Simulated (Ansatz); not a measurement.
```yaml
crystal:
  periodic: [false, false, false]
  atoms:
    - {symbol: N, position_ang: [-0.267459, 0.315696, -0.111086]}
    - {symbol: O, position_ang: [0.779383, 0.387660, 0.473606]}
    - {symbol: H, position_ang: [-0.481283, -0.761590, -0.377323]}
basis:
  gaussian: {orbitals: def2-SVPD}
hamiltonian: {xc: {name: PBEsol}, dispersion: d3bj, pseudopotentials: {relativity: none}}
outputs: {forces: true}
```

```sh
$ ansatz run in.yaml --threads 2 --pin off --events-out ev --progress --plain --max-ram 20480MiB --backend cpu
```

It prints (some lines left out):

```
Error: YAML parse error: error: line 10 column 1: unknown field `outputs`, expected one of crystal, accuracy, basis, kpoints, hamiltonian, magnetization, projection, total_charge, correlation, batch, efield, external_charges, scf, relax, neb, saddle, md, ramp, phonons, dielectric, real_time, elastic, magnetic_configurations, gw, evaluate, workflow, output, checkpoint, execution
 8 |   gaussian: {orbitals: def2-SVPD}
 9 | hamiltonian: {xc: {name: PBEsol}, dispersion: d3bj, pseudopotenti…
10 | outputs: {forces: true}
```

Question: What is wrong with this run?

Answer: The input holds a key that doesn't belong there. The program refused the input.
